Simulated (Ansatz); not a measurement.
in.yaml

```yaml
crystal:
  periodic: [false, false, false]
  atoms:
    - {symbol: Al, position_ang: [0.000000, 0.000000, 0.000000]}
    - {symbol: N, position_ang: [0.000000, 0.000000, 1.668087]}
basis:
  gaussian: {orbitals: 6-31G}
magnetization: {spin_polarized: false}
correlation: {method: ccsdtq, electrons: outside_noble_gas}
```

```sh
$ ansatz run in.yaml --threads 1 --pin off --events-out ev --progress --plain --max-ram 2176MiB
```

Output:

```
455 factors; integrals over basis functions are off by at most 6.1e-8 eV
mean field evaluation 1: about -8048.4734 eV, gradient 5.1e1 eV
mean field evaluation 2: about -8048.4766 eV, gradient 5.1e1 eV
mean field evaluation 4: about -8057.1873 eV, gradient 4.0e0 eV
mean field evaluation 8: about -8057.7504 eV, gradient 3.2e-1 eV
mean field evaluation 16: about -8057.7808 eV, gradient 6.7e-1 eV
mean field evaluation 32: about -8057.7451 eV, gradient 3.2e-1 eV
mean field evaluation 64: about -8057.1128 eV, gradient 8.2e0 eV
mean field evaluation 96: about -8057.7525 eV, gradient 2.7e-6 eV
mean field evaluation 128: about -8057.6620 eV, gradient 5.4e0 eV
mean field evaluation 160: about -8057.8546 eV, gradient 3.0e-6 eV
...
cycle  20  -5.87541200 eV  change   -1.2e-5 eV  update   1.3e-5
cycle  21  -5.87541746 eV  change   -5.5e-6 eV  update   6.4e-6
cycle  22  -5.87542288 eV  change   -5.4e-6 eV  update   3.1e-6
cycle  23  -5.87542544 eV  change   -2.6e-6 eV  update   1.3e-6
cycle  24  -5.87542644 eV  change   -1.0e-6 eV  update   7.6e-7
cycle  25  -5.87542740 eV  change   -9.6e-7 eV  update   5.2e-7
cycle  26  -5.87542749 eV  change   -8.9e-8 eV  update   4.0e-7
cycle  27  -5.87542785 eV  change   -3.6e-7 eV  update   3.4e-7
cycle  28  -5.87542850 eV  change   -6.5e-7 eV  update   2.9e-7
cycle  29  -5.87542869 eV  change   -1.8e-7 eV  update   2.0e-7
Total energy: -8063.62789843 eV, -296.3328595439 hartree
```

For the same geometry and basis full CI lies 6.1 meV lower.

Ran on 1 thread of AMD EPYC 7R43, shared host: 17 s wall, 0.12 GiB peak host memory.
